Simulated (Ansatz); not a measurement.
The same path of H4NOSi (7 atoms, charge 0, multiplicity 2) was run twice with different band settings. Lost on the way: Si2–H6. Made: O3–H6.

Method: UKS PBE-D4/def2-SVP (Ansatz).

Relaxed end points:

```xyz
7
Properties=species:S:1:pos:R:3
N -0.693 0.516 -0.590
Si 0.301 0.161 0.812
O 1.650 -0.713 0.293
H -0.344 1.158 -1.308
H -1.693 0.680 -0.437
H -0.631 -0.647 1.706
H 1.471 -1.223 -0.521
```

```xyz
7
Properties=species:S:1:pos:R:3
N -0.524 0.629 -0.645
Si 0.267 1.077 0.938
O 1.059 -0.958 0.681
H -0.220 1.087 -1.513
H -1.543 0.494 -0.684
H 0.564 -1.530 1.303
H 0.458 -0.867 -0.127
```

Common settings: spring 5.0 eV/Å²; optimiser quadratic models (default); start path through a guess of the saddle point; force threshold 0.03 eV/Å; iteration limit 60; end points relaxed.

| run | movable images | climbing image |
| --- | --- | --- |
| 1 | 7 | yes |
| 2 | 1 | no |

**Question.** What does each run give, and how far can it be trusted?

**Answer.** Run 1: converged after 45 iterations, highest image 2.081 eV above the first end. The profile has 2 maxima (images 1, 5) with wells between them (image 2): this band takes more than one step, which may be the mechanism or a detour left from its start path. Neighbouring images differ by up to 1.7 eV, so the band resolves the path poorly. A vibrational analysis at the climbing image gives one clearly imaginary mode, 1125i cm⁻¹: a first-order saddle point.
Run 2: converged after 9 iterations, highest image 1.549 eV above the first end. Neighbouring images differ by up to 1.5 eV, so the band resolves the path poorly. No image climbed, so the highest image needn't sit at the top of the path. So few images can step over the top or miss a turn of the path.
